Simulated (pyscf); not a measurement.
Structures and frequencies: ωB97X-D3(BJ)/def2-SVP in PySCF. MP2 and CC: frozen core, UHF for open shells. ΔMP2 is the change of the MP2 total energy from the triple- to the quadruple-zeta basis.

How much does it cost (ΔH, 298 K, CCSD(T)/def2-TZVPP + ΔMP2(QZVPP)) to split HO–B(OH)–Cl (SMILES OB(O)Cl) at its B–Cl bond into [HO–B–OH]• + Cl•?

B–Cl to [HO–B–OH]• + Cl•: 512.5 kJ/mol. The radicals are drawn with the spin at the cut bond; how far it spreads was not checked. Other isomers of [HO–B–OH]• were not searched in full and may lie lower. The CCSD(T) − MP2 part came from Ansatz, without density fitting, on the same reference. Left out: the spin-orbit lowering of Cl.
